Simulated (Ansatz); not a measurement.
Density of states of BN (P6_3/mmc, a = 2.501 Å, b = 2.501 Å, c = 6.872 Å, α = 90.00°, β = 90.00°, γ = 120.00°), in states per eV and primitive cell, averaged over bins of 0.3 eV. Level of theory: DFT r2SCAN, scalar-relativistic, plane waves, PAW in Ansatz.

Cutoff 500 eV; k points 12×12×4 on the computed 4-atom cell (Γ-centred); Gaussian smearing, width 0.02 eV; no spin polarisation.

The cell is relaxed at this level. The states (both spins) are summed by tetrahedra on a 18×18×6 mesh at the self-consistent density. Energies are bin centres; the table starts no lower than −8 eV and ends at 6 eV, or lower where the solved bands end.

The gap is 4.85 eV at this level, with the zero inside it.

```tsv
E − E_F (eV)	total	N 2p	B 2p	B 2s	N 2s
-7.90	1.31	0.83	0.35	0.10	0.03
-7.60	1.57	0.99	0.44	0.09	0.03
-7.30	1.60	1.02	0.46	0.08	0.03
-7.00	1.78	1.15	0.54	0.07	0.02
-6.70	2.56	1.67	0.80	0.06	0.02
-6.40	2.01	1.33	0.61	0.05	0.02
-6.10	1.44	0.96	0.43	0.03	0.01
-5.80	1.65	1.12	0.48	0.03	0.01
-5.50	1.44	0.99	0.40	0.03	0.01
-5.20	1.54	1.08	0.43	0.02	0.01
-4.90	1.39	1.00	0.37	0.01	0.01
-4.60	1.39	1.02	0.35	0.01	0.00
-4.30	1.39	1.04	0.33	0.01	0.00
-4.00	1.48	1.14	0.32	0.00	0.00
-3.70	1.18	0.95	0.22	0.00	0.00
-3.40	1.15	0.98	0.17	0.00	0.00
-3.10	1.18	1.05	0.12	0.00	0.00
-2.80	0.84	0.78	0.05	0.00	0.00
-2.50	0.47	0.45	0.01	0.00	0.00
-2.20	0.00	0.00	0.00	0.00	0.00
-1.90	0.00	0.00	0.00	0.00	0.00
-1.60	0.00	0.00	0.00	0.00	0.00
-1.30	0.00	0.00	0.00	0.00	0.00
-1.00	0.00	0.00	0.00	0.00	0.00
-0.70	0.00	0.00	0.00	0.00	0.00
-0.40	0.00	0.00	0.00	0.00	0.00
-0.10	0.00	0.00	0.00	0.00	0.00
0.20	0.00	0.00	0.00	0.00	0.00
0.50	0.00	0.00	0.00	0.00	0.00
0.80	0.00	0.00	0.00	0.00	0.00
1.10	0.00	0.00	0.00	0.00	0.00
1.40	0.00	0.00	0.00	0.00	0.00
1.70	0.00	0.00	0.00	0.00	0.00
2.00	0.00	0.00	0.00	0.00	0.00
2.30	0.00	0.00	0.00	0.00	0.00
2.60	0.27	0.02	0.24	0.00	0.00
2.90	1.15	0.06	1.04	0.00	0.00
3.20	1.26	0.11	1.05	0.02	0.01
3.50	1.25	0.16	0.96	0.02	0.02
3.80	1.09	0.17	0.78	0.03	0.03
4.10	0.91	0.15	0.59	0.03	0.03
4.40	0.85	0.15	0.52	0.03	0.04
4.70	0.83	0.16	0.47	0.04	0.04
5.00	0.84	0.16	0.45	0.04	0.05
5.30	0.99	0.19	0.49	0.06	0.07
5.60	1.07	0.21	0.51	0.07	0.08
```

The columns after the total are the Löwdin projections on the occupied valence shells of the potentials. The rest of the total lies in shells that are empty in the free atom, which aren't projected, and between the atoms.

The cell holds layers, and where no dispersion correction was added their binding is poorly described.

Cost: 1 run of about 0.86 core-minutes, on Arm Neoverse V1 (shared hosts).